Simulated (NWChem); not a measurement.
Species: dimethyl ether (C2H6O); SMILES COC

Question: Give the equilibrium geometry at PBE0/def2-SVP (NWChem) as a list of bonds and angles, with the point group.

Answer: point group C2v; any orientation.
Bond lengths (Å): C1–O2 1.391, C1–H4 1.110, C1–H5 1.110, C1–H6 1.099, O2–C3 1.391, C3–H7 1.110, C3–H8 1.099, C3–H9 1.110. Angles (°): O2–C1–H4 112.2, O2–C1–H5 112.2, O2–C1–H6 108.1, H4–C1–H5 107.6, H4–C1–H6 108.3, H5–C1–H6 108.3, C1–O2–C3 113.2, O2–C3–H7 112.2, O2–C3–H8 108.1, O2–C3–H9 112.2, H7–C3–H8 108.3, H7–C3–H9 107.6, H8–C3–H9 108.3.
